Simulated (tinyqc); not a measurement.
A ladder of methods, and size consistency: correlation methods against full CI in the sto-3g basis, for HF, spin multiplicity 1. Computed by the program tinyqc with PySCF. All electrons correlated; +Q is the Davidson correction (1 - c0^2) E_corr. The last columns treat two copies 100 angstrom apart as one system. FCI is the lowest singlet.

Geometry (angstrom):
```
atom       x       y       z
F     0.0000  0.0000  0.0000
H     0.0000  0.0000  0.9340
```

RHF energy of one = -98.572225 hartree

Correlation energies (hartree):
```
method   E_corr of one  share of FCI (%)  E_corr of two at 100 angstrom  two minus twice one (mhartree)
MP2           -0.01810            66.626                       -0.03619                           0.000
CISD          -0.02716           100.000                       -0.05347                           0.859
CISD+Q        -0.02761           101.633                       -0.05513                           0.084
CCSD          -0.02716           100.000                       -0.05433                           0.000
CCSD(T)       -0.02716           100.000                       -0.05433                           0.000
FCI           -0.02716           100.000                              -                               -
```

What does the comparison show, and why?

MP2 recovers 67 %, CISD 100.0 % and CCSD 100.0 % of the FCI value (c0^2 = 0.984 in CISD). MP2 and coupled cluster are size consistent, so their last column vanishes; CISD loses 0.86 mhartree, since a double excitation on each copy is a quadruple of the pair, and the Davidson correction leaves +0.08. With two electrons, or one virtual orbital, CISD and CCSD are exact for one copy, so +Q overshoots there.
